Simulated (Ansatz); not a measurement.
# Relaxing HfCuSi₃

Method: DFT PBE, scalar-relativistic, plane waves, PAW (Ansatz 0.2.0). Cutoff 420 eV, Γ-centred k mesh, Gaussian smearing, no spin polarisation in the final step.

HfCuSi₃ was placed on the tetragonal perovskite structure type (P4mm, No. 99), with Hf in place of Ba, Cu in place of Ti, Si in place of O, at a guessed volume.

```yaml
crystal:
  lattice:
    - [4.02845, 0.00000, 0.00000]
    - [0.00000, 4.02845, 0.00000]
    - [0.00000, 0.00000, 4.07893]
  atoms:
    - { symbol: Hf, position: [0.00000, 0.00000, 0.00000] }
    - { symbol: Si, position: [0.50000, 0.50000, 0.97500] }
    - { symbol: Si, position: [0.00000, 0.50000, 0.48500] }
    - { symbol: Si, position: [0.50000, 0.00000, 0.48500] }
    - { symbol: Cu, position: [0.50000, 0.50000, 0.51500] }
```

Cell and atoms relax at zero pressure; the relaxation can't lower the symmetry of the start. After a coarse first stage the cell is made exact in the group found at 0.06 Å.

Energies over the elements count from the elements' standard structures at the same level, with no empirical corrections.

Problem. What does it relax into?

Solution. It keeps P4mm (No. 99), but not the shape of the type it started on. Conventional cell: a = 3.712 Å, c = 6.039 Å. Around Hf lie 4 Si at 2.63 Å and 4 Si at 2.84 Å; Si on Wyckoff site b (1 atom of the primitive cell) is coordinated by 1 Cu at 2.29 Å, 4 Hf at 2.63 Å and 4 Si at 2.87 Å; Si on Wyckoff site c (2 atoms of the primitive cell) is coordinated by 2 Cu at 2.42 Å, 4 Si at 2.62 Å, 2 Hf at 2.84 Å and 2 Si at 2.87 Å; around Cu lie 5 Si at 2.29–2.42 Å.

Space group P4mm (No. 99). a = 3.712 Å, b = 3.712 Å, c = 6.039 Å, α = 90.00°, β = 90.00°, γ = 90.00°
| atom | site | symmetry | x | y | z |
| --- | --- | --- | --- | --- | --- |
| Hf | 1a | 4mm | 0.0000 | 0.0000 | 0.0284 |
| Si | 1b | 4mm | 0.5000 | 0.5000 | 0.0210 |
| Si | 2c | 2mm. | 0.0000 | 0.5000 | 0.3844 |
| Cu | 1b | 4mm | 0.5000 | 0.5000 | 0.6418 |

Problem. What are its volume, energy, density and gap?

Solution. The volume per atom is 16.64 Å³, the density is 6.51 g/cm³ and the energy over the elements is -0.01 eV/atom. The gap on the 10×10×6 mesh is 0 eV (a metal).

The final run used a 10×10×6 mesh on its 5-atom cell and 0.10 eV smearing. The k mesh leaves about 4 meV/atom of noise in metals. Spin–orbit coupling is left out. Symmetry constrained the relaxation, so the result can be a saddle point.

Cost: 3 runs of about 5.5 core-minutes in all, on Arm Neoverse V2 (shared hosts).